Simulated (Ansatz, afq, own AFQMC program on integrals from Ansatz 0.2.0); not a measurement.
**H3S⁺, triplet: AFQMC among the cluster methods**

```tsv
atom	x (Å)	y (Å)	z (Å)
S	0.0000	-0.0391	0.0082
H	0.0000	1.3184	0.0082
H	0.0000	-0.0375	1.2442
H	0.0000	-0.0372	-1.5120
```

Basis 6-31G. Only valence electrons are correlated. Integrals, coupled cluster, full CI and functionals: Ansatz 0.2.0; the random walks run on the same integrals in our own AFQMC program. ph-AFQMC/CISD is guided by a CISD state made of CCSD amplitudes; releasing the constraint for a short imaginary time cuts its bias at the price of noise, slowly where states lie close. ± is one standard error of the sampling.

Determinant: UHF, the one that the program's search chose, which needn't be the lowest solution. The geometry is a point of a scan.

Full CI on the same integrals is exact in this basis and with this determinant's frozen core.

Cautions: lower spins were not checked.

```
T1 diagnostic                               : 0.0114
weight of the determinant in the CISD state : 0.955
⟨S²⟩ of the determinant                     : 2.019
size of the correlated space                : 8 electrons in 14 orbitals
```

Reference: full CI, correlation energy -1.826 eV. The released energy is read at 2.40 1/Eh (meV from the phaseless value at times in 1/Eh: -0.6 ± 0.3 at 0.24, -0.6 ± 0.3 at 0.51, -1.0 ± 0.3 at 0.99, -1.0 ± 0.3 at 1.62, -0.3 ± 0.4 at 2.40).

| level | E − E(reference) (meV) | share of correlation (%) |
| --- | --- | --- |
| HF | 1826.0 | 0.00 |
| MP2 | 513.6 | 71.87 |
| CCSD | 22.1 | 98.79 |
| CCSD(T) | 5.8 | 99.68 |
| ph-AFQMC/CISD | 1.3 ± 0.5 | 99.93 |
| released AFQMC | 1.0 ± 0.4 | 99.95 |

A walk keeps the symmetry of its determinant, which the program's search chose and which needn't be the lowest solution, so a lower state of the same spin and another symmetry isn't excluded. Released energies are given only where the last usable release times agree within the noise; a slower fall can still hide under it.
